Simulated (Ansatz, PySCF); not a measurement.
System: fluorane, HF, net charge 0, singlet state. 
Coordinates optimised at B3LYP-D3(BJ)/def2-TZVP (Ansatz, an electronic-structure program):
SMILES: F
```xyz
2

F      0.0000     0.0000    -0.0925
H      0.0000     0.0000     0.8321
```
Charge 0, spin multiplicity 1.

Dipole moments at this geometry, in debye (magnitudes).

| level | program | dipole (D) |
|---|---|---|
| HF/def2-TZVPD | PySCF | 1.94 |
| SVWN5/def2-TZVPD | Ansatz | 1.81 |
| TPSS/def2-TZVPD | PySCF | 1.76 |
| M06-L/def2-TZVPD | PySCF | [?] |
| BHLYP/def2-TZVPD | Ansatz | 1.87 |
| TPSSh/def2-TZVPD | PySCF | 1.79 |
| r2SCANh/def2-TZVPD | Ansatz | 1.81 |
| HSE06/def2-TZVPD | Ansatz | 1.81 |
| LC-wPBE/def2-TZVPD | Ansatz | 1.83 |
| CCSD(T)/aug-cc-pVDZ | Ansatz | [?] |

**Question.** Some entries are withheld; supply them.

**Answer.** 
- M06-L/def2-TZVPD, dipole (D): 1.77
- CCSD(T)/aug-cc-pVDZ, dipole (D): 1.80

Measured: 1.82 D (NIST CCCBDB, as tabulated in the package chemicals), a vibrational average. This is an older compilation, not checked against later work.
